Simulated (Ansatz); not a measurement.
C3H5FO2 (`O/C=C(/O)CF`). Charge 0, multiplicity 1. The geometry is a stationary point of PBE0-D4/def2-TZVP. It is one conformer, not always the lowest.

```xyz
11

O    -0.979    1.662   -0.836
C    -0.732    0.961    0.299
C     0.003   -0.140    0.446
O     0.191   -0.772    1.650
C     0.746   -0.895   -0.603
F     0.593   -0.318   -1.856
H    -0.530    1.229   -1.570
H    -1.220    1.405    1.162
H    -0.271   -0.289    2.341
H     1.816   -0.916   -0.372
H     0.382   -1.925   -0.660
```

**Question.** What is the dipole moment at B3LYP/def2-TZVPP? (Estimate.)

**Answer.** Ansatz gave: 1.55 D, with components (0.31, -0.78, 1.30) D in this frame, pointing from negative to positive charge.

**Question.** And with PBE, r2SCAN, ωB97M-V? (Best estimate.)

**Answer.** The calculation gave: PBE 1.43 D, r2SCAN 1.49 D, ωB97M-V 1.55 D.

**Question.** Give the Mulliken charges with B3LYP, ωB97M-V, r2SCAN in def2-TZVPP. (An estimate is asked.)

**Answer.** Ansatz gave: 
```csv
atom,B3LYP,ωB97M-V,r2SCAN
O1,-0.31,-0.30,-0.32
C2,0.01,0.02,0.04
C3,0.10,0.09,0.11
O4,-0.32,-0.31,-0.35
C5,0.11,0.07,0.18
F6,-0.26,-0.25,-0.26
H7,0.21,0.20,0.22
H8,0.07,0.07,0.04
H9,0.19,0.18,0.21
H10,0.10,0.11,0.06
H11,0.10,0.11,0.06
```

B3LYP here is the variant with VWN-RPA as its local correlation; programs differ in this.
